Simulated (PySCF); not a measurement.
Rock-salt MgS: correlation energy from several methods in one and the same small orbital space (PySCF; 2 atoms at the zone centre, 8 electrons in 16 orbitals, empty ones MP2 natural orbitals of a TZ basis, lattice constant set to 5.2033 Å). It tests the methods against each other and lies far from the crystal's limit.

Full CI gives -2.3128 eV per atom.

**Question.** What share of it do MP2, CCSD, CCSD(T), CCSDT, CCSDT(Q), CCSDTQ recover?

**Answer.** MP2 74.7 %; CCSD 97.9 %; CCSD(T) 99.4 %; CCSDT 99.7 %; CCSDT(Q) 99.9 %; CCSDTQ 100.0 %.

| method | E_corr (eV per atom) | share of full CI (%) | error (meV) |
|---|---|---|---|
| MP2 | -1.7271 | 74.7 | 586 |
| CCSD | -2.2646 | 97.9 | 48 |
| CCSD(T) | -2.2986 | 99.4 | 14 |
| CCSDT | -2.3062 | 99.7 | 7 |
| CCSDT(Q) | -2.3112 | 99.9 | 2 |
| CCSDTQ | -2.3125 | 100.0 | 0 |
| full CI | -2.3128 | 100.0 | 0 |

The Hartree–Fock determinant has a weight of 0.89 in the full CI state.

MP2, (T) and (Q) use filled levels shifted down by the Madelung term, which in so small a cell is a large part of the gap, so these rows hang on it.
